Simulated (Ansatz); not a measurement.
Input for Ansatz (development build ahead of 0.2.0):

```yaml
crystal:
  periodic: [false, false, false]
  atoms:
    - { symbol: Na, position_ang: [0.0, 0.0, -1.21595] }
    - { symbol: "N", position_ang: [0.0, 0.0, 1.21595] }
basis:
  gaussian: { orbitals: def2-SVP }
magnetization:
  initial_magnetization: 2
hamiltonian:
  xc: hf
correlation:
  method: mp2
  frozen_orbitals: { "N": 1, Na: 1 }
```

The input is written out in the form of the current development build from the run's settings. Correlation on restricted open-shell orbitals is semicanonical, with singles.

Results

```json
{"Converged": "yes", "Reference energy": "-216.08563 hartree", "Correlation energy": "-0.11451 hartree", "Total energy": "-216.20014 hartree", "Spin squared of the determinant": "2.000", "Stability test": "minimum among restricted orbitals", "Occupied orbitals by symmetry in an Abelian subgroup (alpha; beta)": "6 A1 2 B1 2 B2; 6 A1 1 B1 1 B2"}
```

Messages of the program:
```
mean field -5879.98941273 eV, -216.0856253180 hartree, gradient 8.5e-6 eV, S^2 2.000000; 7 other ends of a descent, 0 dependent functions left out
with unlike orbitals of the spins -5880.98243447 eV, -216.1221181939 hartree, S^2 2.9005
```

Caution: an unrestricted determinant lies well below.
